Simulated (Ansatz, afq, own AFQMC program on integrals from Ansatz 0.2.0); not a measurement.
Where AFQMC and coupled cluster stand for Ge₂H₂, triplet

```xyz
4

Ge    0.0000    0.1129    1.1951
Ge    0.0000   -0.1111   -1.2011
H     0.0000    1.5464    1.8623
H     0.0000   -1.6756   -1.4299
```

Connectivity, by distances: GeH–GeH.

Basis cc-pVDZ. Only valence electrons are correlated. Integrals, coupled cluster, full CI and functionals: Ansatz 0.2.0; the random walks run on the same integrals in our own AFQMC program. ph-AFQMC/CISD is guided by a CISD state made of CCSD amplitudes; releasing the constraint for a short imaginary time cuts its bias at the price of noise, slowly where states lie close. Uncertainties: one standard error, sampling alone. No spin–orbit coupling.

Determinant: UHF, the one that the program's search chose, which needn't be the lowest solution. The geometry is a point of a scan.

No full CI on the walks' own integrals is used here; CCSDT(Q) serves as the reference and is uncertain by about the last step of the cluster series.

Cautions: no relativity below Rb; no spin-orbit coupling; inner d shell frozen; lower spins were not checked.

The T1 diagnostic is 0.0357. The weight of the determinant in the CISD state is 0.843 and the ⟨S²⟩ of the determinant is 2.032. The size of the correlated space is 10 electrons in 36 orbitals.

| level | correlation energy (eV) |
| --- | --- |
| MP2 | -3.9019 |
| CCSD | -4.9317 |
| CCSD(T) | -5.1209 |

Task: Estimate where phaseless AFQMC with a CISD trial lies against CCSD(T) on the same integrals.

Result: 1.9 ± 1.1 kJ/mol below CCSD(T). The gap is under twice the noise, so this walk alone can't tell the two apart.

Reference: CCSDT(Q), correlation energy -5.183 eV. The released energy is read at 2.40 1/Eh (meV from the phaseless value at times in 1/Eh: -2 ± 13 at 0.24, -8 ± 12 at 0.51, -23 ± 10 at 0.99, -37 ± 12 at 1.62, -26 ± 12 at 2.40).

```json
{"level": "CCSD(T)", "E − E(reference) (kJ/mol)": "6.0", "share of correlation (%)": "98.80"}
{"level": "CCSDT", "E − E(reference) (kJ/mol)": "1.3", "share of correlation (%)": "99.75"}
{"level": "ph-AFQMC/HF", "E − E(reference) (kJ/mol)": "14.2 ± 3.4", "share of correlation (%)": "97.17"}
{"level": "ph-AFQMC/CISD", "E − E(reference) (kJ/mol)": "4.0 ± 1.1", "share of correlation (%)": "99.19"}
{"level": "released AFQMC", "E − E(reference) (kJ/mol)": "1.6 ± 1.2", "share of correlation (%)": "99.69"}
```

A walk keeps the symmetry of its determinant, which the program's search chose and which needn't be the lowest solution, so a lower state of the same spin and another symmetry isn't excluded. Released energies are given only where the last usable release times agree within the noise; a slower fall can still hide under it.
